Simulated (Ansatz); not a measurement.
Steps of a relaxation of C₅H₆S, SMILES `Cc1cccs1` with RKS PBE0-D4/def2-TZVP.

```sh
$ ansatz run in.yaml --threads 4 --pin off --events-out ev --progress --plain --max-ram 10444MiB
```

```yaml
crystal:
  periodic: [false, false, false]
  atoms:
    - {symbol: C, position_ang: [-0.176694, -0.633232, 1.914094]}
    - {symbol: C, position_ang: [-0.134719, -0.096023, 0.516123]}
    - {symbol: C, position_ang: [0.742287, -0.408661, -0.508605]}
    - {symbol: C, position_ang: [0.481753, 0.303732, -1.720751]}
    - {symbol: C, position_ang: [-0.596417, 1.157903, -1.611597]}
    - {symbol: S, position_ang: [-1.294284, 1.092277, -0.026327]}
    - {symbol: H, position_ang: [0.639463, -1.367640, 2.058945]}
    - {symbol: H, position_ang: [-1.136124, -1.146226, 2.136975]}
    - {symbol: H, position_ang: [-0.050352, 0.166849, 2.673798]}
    - {symbol: H, position_ang: [1.555083, -1.138129, -0.384172]}
    - {symbol: H, position_ang: [1.069462, 0.190450, -2.642200]}
    - {symbol: H, position_ang: [-1.022459, 1.823700, -2.372282]}
basis:
  gaussian: {orbitals: def2-TZVP}
hamiltonian: {xc: pbe0, dispersion: d4}
relax: {f_tol: 0.005, max_steps: 150}
```

Positions (Å) and forces (eV/Å) along the path, 6 of 6 steps:

```xyz
12
step=1 energy=-16110.3292 eV
C    -0.177   -0.633    1.914    0.014   -0.119    0.262
C    -0.135   -0.096    0.516    0.137    0.138   -0.625
C     0.742   -0.409   -0.509   -0.385    0.150    0.412
C     0.482    0.304   -1.721   -0.423    0.317    0.089
C    -0.596    1.158   -1.612    0.282   -0.274    0.094
S    -1.294    1.092   -0.026    0.806   -0.496   -0.432
H     0.639   -1.368    2.059   -0.385    0.355   -0.087
H    -1.136   -1.146    2.137    0.471    0.255   -0.152
H    -0.050    0.167    2.674   -0.048   -0.375   -0.408
H     1.555   -1.138   -0.384   -0.413    0.376   -0.071
H     1.069    0.190   -2.642   -0.310    0.057    0.491
H    -1.022    1.824   -2.372    0.254   -0.385    0.426
12
step=2 energy=-16110.3969 eV
C    -0.173   -0.631    1.902    0.002   -0.040    0.093
C    -0.135   -0.094    0.512   -0.097    0.182   -0.247
C     0.732   -0.404   -0.501   -0.097    0.027    0.131
C     0.475    0.303   -1.707   -0.106    0.090    0.001
C    -0.590    1.149   -1.603    0.000   -0.080    0.196
S    -1.285    1.085   -0.029    0.395   -0.247   -0.201
H     0.635   -1.357    2.041   -0.110    0.102   -0.027
H    -1.122   -1.139    2.119    0.139    0.074   -0.039
H    -0.046    0.162    2.651   -0.016   -0.113   -0.115
H     1.536   -1.124   -0.377   -0.103    0.096   -0.029
H     1.058    0.189   -2.616   -0.073    0.009    0.129
H    -1.008    1.806   -2.357    0.067   -0.100    0.106
12
step=3 energy=-16110.4055 eV
C    -0.173   -0.629    1.896    0.008   -0.009    0.006
C    -0.136   -0.092    0.509   -0.099    0.083   -0.005
C     0.729   -0.402   -0.498    0.040   -0.024   -0.017
C     0.474    0.303   -1.702    0.034   -0.025   -0.023
C    -0.588    1.145   -1.596   -0.070    0.028    0.081
S    -1.276    1.079   -0.031    0.071   -0.047   -0.033
H     0.632   -1.351    2.033    0.006   -0.005    0.001
H    -1.118   -1.135    2.111   -0.008   -0.005    0.002
H    -0.046    0.160    2.641    0.002    0.007    0.007
H     1.530   -1.121   -0.375    0.007   -0.002   -0.006
H     1.055    0.189   -2.607    0.007   -0.005   -0.001
H    -1.005    1.798   -2.347    0.003    0.004   -0.012
12
step=4 energy=-16110.4058 eV
C    -0.174   -0.628    1.896    0.005   -0.006    0.004
C    -0.137   -0.091    0.508   -0.033    0.026    0.005
C     0.730   -0.402   -0.498    0.015   -0.013   -0.012
C     0.474    0.302   -1.702    0.020   -0.006   -0.003
C    -0.589    1.145   -1.595   -0.030    0.011    0.018
S    -1.275    1.078   -0.032    0.016   -0.008   -0.005
H     0.632   -1.351    2.032    0.001   -0.001   -0.001
H    -1.118   -1.135    2.112   -0.002   -0.001    0.001
H    -0.046    0.161    2.641    0.000    0.002    0.002
H     1.531   -1.120   -0.375    0.001   -0.001   -0.003
H     1.055    0.188   -2.607    0.002   -0.002    0.000
H    -1.005    1.800   -2.345    0.003   -0.002   -0.007
12
step=5 energy=-16110.4058 eV
C    -0.174   -0.628    1.896    0.001   -0.001    0.000
C    -0.138   -0.090    0.508    0.003   -0.002    0.002
C     0.729   -0.403   -0.498    0.004    0.007    0.002
C     0.475    0.303   -1.702   -0.010   -0.010   -0.001
C    -0.590    1.145   -1.595    0.007    0.010    0.000
S    -1.274    1.079   -0.032   -0.009   -0.003    0.000
H     0.632   -1.352    2.031    0.000    0.001   -0.001
H    -1.118   -1.135    2.112    0.000    0.000    0.000
H    -0.045    0.160    2.642    0.000    0.000    0.000
H     1.530   -1.121   -0.375    0.000    0.000    0.000
H     1.056    0.188   -2.607    0.000    0.000    0.000
H    -1.007    1.798   -2.346    0.004    0.000   -0.001
12
step=6 energy=-16110.4058 eV
C    -0.174   -0.629    1.896   -0.001    0.000    0.002
C    -0.139   -0.090    0.508   -0.001    0.001    0.000
C     0.729   -0.402   -0.498    0.000    0.001   -0.002
C     0.474    0.302   -1.702    0.001    0.000    0.000
C    -0.589    1.145   -1.595    0.000    0.000   -0.001
S    -1.276    1.078   -0.032    0.000    0.000    0.001
H     0.633   -1.351    2.030    0.000    0.000    0.000
H    -1.118   -1.135    2.113    0.001    0.000   -0.001
H    -0.045    0.160    2.642    0.000    0.000   -0.001
H     1.530   -1.120   -0.375    0.000    0.000    0.000
H     1.056    0.188   -2.607    0.000    0.000    0.000
H    -1.005    1.799   -2.346    0.001   -0.001    0.000
```

It took 13 s on 4 threads of an AMD EPYC 9R45 on a shared host, with 0.69 GiB of host memory at the peak.
